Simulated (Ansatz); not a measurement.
Results of PBEsol-D3(BJ) (Ansatz, a first-principles code, plane waves, PAW) for 1T (CdI2-type) PdTe2.

Numerical settings: plane-wave cutoff 520 eV, 18×18×12 k mesh (along the axes of the cell as run), Fermi–Dirac smearing 0.05 eV, scalar-relativistic PAW data made under PBE.

The volume scan:

```json
[
 {"V (Å³/atom)": "21.848", "E − E_lowest (meV/atom)": "10.86", "P (GPa)": "4.02"},
 {"V (Å³/atom)": "22.303", "E − E_lowest (meV/atom)": "2.57", "P (GPa)": "1.86"},
 {"V (Å³/atom)": "22.758", "E − E_lowest (meV/atom)": "0.00", "P (GPa)": "0.00"},
 {"V (Å³/atom)": "23.213", "E − E_lowest (meV/atom)": "2.32", "P (GPa)": "-1.60"},
 {"V (Å³/atom)": "23.668", "E − E_lowest (meV/atom)": "8.80", "P (GPa)": "-2.93"}
]
```

Question: Fit the third-order Birch–Murnaghan equation and give B0 and B′.

Answer: V0 = 22.757 Å³/atom, B0 = 85.8 GPa, B′ = 7.0 (fit to the energies at full precision).

Shape and atoms are relaxed at each volume.

Note: the volume lies 6 % below that of the published cell; the bulk modulus comes from volumes at which shape and atoms were relaxed.

Spin–orbit coupling is not included; it can open a gap where bands touch, and shift volumes and moduli.

The computed numbers hold no vibrational or temperature effects.
